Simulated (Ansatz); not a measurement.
# C2H3Si (SMILES C#C[SiH2]) at UHF/STO-3G

What is the energy change on altering one bond length of C2H3Si at UHF/STO-3G? 

Program for the calculation: Ansatz 0.2.0.

39 further runs of the same task are left out: 39 set aside as unsound or not needed. Runs told in other sessions of the task aren't counted.

## 1. The molecule

C2H3Si has 6 atoms, charge 0, and is taken as a doublet. As SMILES, `C#C[SiH2]`. The shape is that of a PBE0-D4/def2-TZVP optimisation.

Bond lengths: C1–C2 1.210 Å, C2–Si3 1.803 Å, C1–H4 1.066 Å, Si3–H5 1.484 Å, Si3–H6 1.484 Å. Angles: C1–C2–Si3 174.9°, C2–C1–H4 179.3°, C2–Si3–H5 111.4°, C2–Si3–H6 111.4°, H5–Si3–H6 112.5°.

## 2. A single-point energy at UHF/STO-3G

Input file in.yaml:

```yaml
crystal:
  periodic: [false, false, false]
  atoms:
    - symbol: C
      position_ang: [1.019700, -1.302300, 0.535000]
    - symbol: C
      position_ang: [0.376000, -0.354500, 0.145700]
    - symbol: Si
      position_ang: [-0.444500, 1.136900, -0.449500]
    - symbol: H
      position_ang: [1.575400, -2.144400, 0.879400]
    - symbol: H
      position_ang: [-1.137600, 0.894600, -1.738800]
    - symbol: H
      position_ang: [-1.346900, 1.705600, 0.581800]
basis:
  gaussian:
    orbitals: STO-3G
magnetization:
  spin_polarized: true
  initial_magnetization: 1
hamiltonian:
  xc: hf
accuracy: high
output:
  orbitals: {seedname: orbitals}
```

On the command line:

```bash
$ ansatz run in.yaml --threads 1 --pin off --max-ram 2610MiB --events-out events.jsonl --progress --plain --runs-dir runs
```

The log of the run:

```text
Warning: RAYON_NUM_THREADS=1 ignored (pool sized by the plan → 1); use --threads N
Functional definition: HF
  name "HF"
  exchange = exact_x
  correlation = 0
395 factors; integrals over basis functions are off by at most 1.2e-8 eV
mean field evaluation 1: about -9850.0209 eV, gradient 9.7e0 eV
mean field evaluation 2: about -9850.0231 eV, gradient 9.6e0 eV
mean field evaluation 4: about -9851.0768 eV, gradient 1.1e0 eV
mean field evaluation 8: about -9851.1280 eV, gradient 4.8e-1 eV
mean field evaluation 16: about -9851.2109 eV, gradient 1.1e-3 eV
mean field -9851.21090756 eV, -362.0253234621 hartree, gradient 2.4e-8 eV, S^2 1.021585; 0 other end points of the search recorded, 0 dependent functions left out
reference -9851.21090756 eV, -362.0253234621 hartree; 15, 14 occupied and 7, 8 virtual orbitals, 395 factors
Total energy: -9851.21090756 eV, -362.0253234621 hartree
```

It took 0.1 s on 1 thread of AMD EPYC 9R45 (Zen 5), shared host.

## 3. The distorted shape at the same level

Input file input.yaml:

```yaml
basis:
  gaussian:
    orbitals: STO-3G
crystal:
  periodic: [false, false, false]
  atoms:
    - {symbol: C, position_ang: [1.290425, -1.472913, 0.225605]}
    - {symbol: C, position_ang: [0.646725, -0.525113, -0.163695]}
    - {symbol: Si, position_ang: [-0.173775, 0.966287, -0.758895]}
    - {symbol: H, position_ang: [1.846125, -2.315013, 0.570005]}
    - {symbol: H, position_ang: [-0.866875, 0.723987, -2.048195]}
    - {symbol: H, position_ang: [-1.346900, 1.705600, 0.581800]}
total_charge: 0
magnetization:
  spin_polarized: true
  initial_magnetization: 1
hamiltonian:
  xc: hf
accuracy: high
output: {orbitals: {seedname: orbitals}}
```

On the command line:

```bash
$ ansatz run input.yaml --threads 1 --pin off --max-ram 2610MiB --events-out events.jsonl --progress --plain --runs-dir runs
```

The log of the run:

```text
Warning: RAYON_NUM_THREADS=1 ignored (pool sized by the plan → 1); use --threads N
[... 4 set-up lines as earlier in the session ...]
393 factors; integrals over basis functions are off by at most 3.2e-9 eV
mean field evaluation 1: about -9847.6787 eV, gradient 1.0e1 eV
mean field evaluation 2: about -9847.6816 eV, gradient 1.0e1 eV
mean field evaluation 4: about -9849.0048 eV, gradient 1.4e0 eV
mean field evaluation 8: about -9849.0608 eV, gradient 4.0e-1 eV
mean field evaluation 16: about -9849.1331 eV, gradient 3.5e-2 eV
mean field evaluation 32: about -9848.9504 eV, gradient 1.6e0 eV
mean field evaluation 64: about -9849.1254 eV, gradient 1.2e-1 eV
mean field -9849.13319376 eV, -361.9489688885 hartree, gradient 4.7e-8 eV, S^2 1.004086; 1 other end points of the search recorded, 0 dependent functions left out
reference -9849.13319376 eV, -361.9489688885 hartree; 15, 14 occupied and 7, 8 virtual orbitals, 393 factors
Total energy: -9849.13319376 eV, -361.9489688885 hartree
```

Wall time 0.12 s (1 thread of AMD EPYC 9R45 (Zen 5), shared host).

## 4. What came out

At UHF/STO-3G:

```
                                                          quantity          value
                                         first shape: total energy  -362.02532 Eh
                   first shape: HOMO energy (highest over α and β)       -6.69 eV
                    first shape: LUMO energy (lowest over α and β)        6.01 eV
                                                 first shape: ⟨S²⟩          1.022
                                     distorted shape: total energy  -361.94897 Eh
               distorted shape: HOMO energy (highest over α and β)       -6.56 eV
                distorted shape: LUMO energy (lowest over α and β)        5.54 eV
                                             distorted shape: ⟨S²⟩          1.004
energy change with the Si3–H6 bond stretched from 1.484 to 1.929 Å       2.078 eV
```

In words: With the Si3–H6 bond stretched from 1.484 to 1.929 Å the energy rises by 2.08 eV (48 kcal/mol). The first shape isn't relaxed at this level, so the change isn't measured from a minimum. The minimal basis adds a large error of its own. ⟨S²⟩ (first shape) is 1.02 where a pure doublet has 0.75: the reference is spin-contaminated. ⟨S²⟩ (distorted shape) is 1.00 where a pure doublet has 0.75: the reference is spin-contaminated.
